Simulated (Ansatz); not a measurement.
Worked example: building the atomization energy of PH₂, doublet

Measured: the G2/97 heats of formation, with zero-point and thermal terms from B3LYP taken off, give an electronic atomization energy of 152.9 kcal/mol (Curtiss et al., J. Chem. Phys. 106, 1063 (1997); Staroverov et al., J. Chem. Phys. 119, 12129 (2003)). The calculation below tries to reproduce it.

Geometry (MP2(full)/6-31G*, from the G2/97 set):

```
atom   x (Å)    y (Å)    z (Å)
   P  0.0000   0.0000   0.0599
   H  0.0000   1.0256  -0.9209
   H  0.0000  -1.0256  -0.9209
```

Atomization energies (atoms less molecule, kcal/mol) from Ansatz 0.2.0, frozen cores, unrestricted molecule, unrestricted atoms (their steps beyond CCSDT(Q) from restricted open-shell runs), sets cc-pV(D+d)Z, cc-pV(T+d)Z, cc-pV(Q+d)Z:

| level | DZ | TZ | QZ |
| --- | --- | --- | --- |
| HF | 105.62 | 108.52 | 109.01 |
| CCSD(T) | 139.00 | 148.93 | 152.33 |
| CCSDT | 139.19 | 149.01 | 152.43 |
| CCSDT(Q) | 139.22 | 149.06 | 152.49 |
| CCSDTQ | 139.21 | – | – |

Task: Extrapolate Hartree–Fock with exp(−5.46 √X) and the CCSD(T) correlation part with X⁻³ (X = 3, 4), add each higher step from the largest set that has it, and compare with the measured value.

Result: Hartree–Fock: 109.01 + (109.01 − 108.52) × 0.301 = 109.16.
Correlation: TZ 40.41, QZ 43.32; (64 × 43.32 − 27 × 40.41) / 37 = 45.44.
Full triples (QZ): 152.43 − 152.33 = 0.10.
(Q) (QZ): 152.49 − 152.43 = 0.06.
Full quadruples (DZ): 139.21 − 139.22 = -0.01.
Sum: 154.8 kcal/mol, 1.9 above the measured 152.9.

The steps beyond CCSD(T) add 0.15 kcal/mol, while going from QZ to the limit adds 2.27. Core correlation, scalar relativity, spin–orbit terms and the relaxation from this MP2 geometry are missing from the sum, and the measured value has its own uncertainty.
